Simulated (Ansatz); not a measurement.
A made-up structure of CH₃OSi (charge +1), closed shell:

O1  (-1.031, -0.585, -0.156)
C2  (0.138, 0.786, 0.068)
Si3  (0.138, -1.023, -0.053)
H4  (0.465, -2.403, -0.108)
H5  (0.276, 1.331, -0.830)
H6  (0.064, 1.207, 1.039)
(Å)

It is relaxed with PBE-D4/def2-SVP and then PBE0-D4/def2-TZVP (Ansatz 0.2.0). Atoms count as bonded within 1.22 times the sum of their covalent radii (H–H: 0.88 Å). The end point is not checked to be a true minimum.

Does its bonding change? (Judge from chemistry; the calculation decides.)

Computed: Yes. Formed: O1–C2; broken: none.

Where it ends: The first stage lowers the energy by 5.71 eV in 11 steps. It ends as CH₃OSi ([CH2]1[O][SiH]1), total charge +1:
```tsv
atom	x (Å)	y (Å)	z (Å)
O1	-1.1103	-0.2782	-0.1452
C2	0.0615	0.6913	0.0533
Si3	0.2522	-1.0867	-0.0439
H4	0.5741	-2.5256	-0.1035
H5	0.2409	1.3176	-0.8162
H6	0.0321	1.1950	1.0154
```

Labels in which every atom is bracketed show which atoms are joined, not bond orders.

For scale, one of the runs: PBE0-D4/def2-TZVP relaxation, 117 basis functions, launched by `ansatz run in.yaml --threads 2 --pin off --events-out ev --progress --plain --max-ram 4352MiB`. Hardware: 2 CPU threads of an Arm Neoverse V1, shared host. Wall time about 14 s.
